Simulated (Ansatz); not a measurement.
Compare A (`C=CC=C(F)F`) with its isomer B (`F[C@@H]1C=C[C@H]1F`).

Calculated with Ansatz (gas phase, PBE0-D4/def2-TZVP geometries, no zero-point term in ΔE). CCSD(T)/CBS is the MP2 limit (def2-TZVPP, def2-QZVPP) plus CCSD(T) − MP2 in def2-TZVPP, frozen cores. Functionals use def2-TZVPP. B3LYP here is the variant with VWN-RPA as its local correlation; programs differ in this. Each species was taken in one conformer, which may not be the lowest.

Task: Which isomer does CCSD(T)/CBS put lower? Give the gap. (Best estimate.)

Result: Computed: A, by 10.4 kcal/mol.

Task: Give E(B) − E(A) in kcal/mol with B2PLYP, CCSD/def2-TZVPP, BLYP-D4, ωB97M-V, B3LYP, PBE0-D4, PBE-D4. (An estimate is asked.)

Result: The calculation gave: B2PLYP 13.8, CCSD/def2-TZVPP 10.8, BLYP-D4 17.7, ωB97M-V 10.5, B3LYP 15.8, PBE0-D4 10.9, PBE-D4 13.4. None reverses the order clearly.

Task: Does the order hold for the free energy at 298.15 K (harmonic terms from PBE0-D4)? (Estimate.)

Result: The calculation gave: Yes: G(B) − G(A) = +12.3 kcal/mol, for one conformer each.

Largest T1 diagnostic: 0.012.

At CCSD(T), def2-SVP lies +3.5 kcal/mol from the extrapolated value and def2-TZVPP +0.9 kcal/mol. From BLYP to BHLYP (50 % exact exchange), in def2-TZVPP and without D4, E(B) − E(A) moves by −5.1 kcal/mol.
